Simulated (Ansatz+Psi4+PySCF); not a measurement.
## singlet LiF: levels of theory in one basis

```yaml
atoms:
  - { symbol: Li, position_ang: [0.0000, 0.0000, -1.1750] }
  - { symbol: F, position_ang: [0.0000, 0.0000, 1.9583] }
```

Basis set: cc-pCVTZ on Li; cc-pVTZ on F (spherical functions). Left uncorrelated: 1 orbital. Charge 0, multiplicity 1.

Computed with Ansatz (development build ahead of 0.2.0) and Psi4 1.11; each method stands on the lowest determinant of its kind that the runs found.

```tsv
method	E − E(RHF) (eV)	<S²> of the determinant
RHF	0.00	0.00
RHF-MP2	-8.64	–
RHF-CCSD	-8.66	–
```

Question: What does RHF-CCSD(T) give on the same scale?

Answer: -8.88 eV.
